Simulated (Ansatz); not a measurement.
**Si₂P (sextet): the correlation ladder, def2-QZVPP**

One table from this session's results is given with a row withheld; the runs are named, their logs left out.

The runs use Ansatz 0.2.0, Gaussian basis; def2-QZVPP, core rule «outside noble gas», up to 15 orbitals frozen.

The runs, in order: UHF; ROHF; CCSD(T) on UHF.

3 further runs of the same task are left out: 1 that didn't finish, 2 set aside as unsound or not needed. Runs told in other sessions of the task aren't counted.

## What is computed

The geometry is a PBE0/def2-TZVP stationary point (not a proven minimum) of the parent state, kept for this charge and spin.

3 atoms, charge 0, spin multiplicity 6.

Atoms are counted from 1 here; the program's logs count them from 0.

Bond lengths: P1–Si2 2.102 Å, Si2–Si3 2.227 Å. Angles: P1–Si2–Si3 180.0°.

Set-up of the first run:

in.yaml reads:

```yaml
crystal:
  periodic: [false, false, false]
  atoms:
    - {symbol: P, position_ang: [0.000000, 0.000000, -2.143900]}
    - {symbol: Si, position_ang: [0.000000, 0.000000, -0.041700]}
    - {symbol: Si, position_ang: [0.000000, 0.000000, 2.185600]}
basis:
  gaussian: {orbitals: "def2-QZVPP.json"}
magnetization: {spin_polarized: true, initial_magnetization: 5}
hamiltonian: {xc: hf}
output: {orbitals: {seedname: orbitals}}
```

The run is started by

```
$ ansatz run in.yaml --threads 1 --pin off --events-out ev --progress --plain --max-ram 2393MiB
```

Steps of the session up to this table: UHF; ROHF; CCSD(T) on UHF.

One of the session's tables, all rows but one given; the rest of the session is left out.

It belongs to the step «Misses and costs». 

| method | from UCCSD(T) (kJ/mol) |
| --- | --- |
| ROHF | +906.5 |
| UHF | ? |
| UMP2 | +168.8 |
| UCCSD | +49.0 |
| UCCSD(T) | 0 |

Estimate the missing values for UHF.

As computed: from UCCSD(T) (kJ/mol): +855.6. In the column «from UCCSD(T) (kJ/mol)» it lies between UMP2 (+168.8) and ROHF (+906.5).
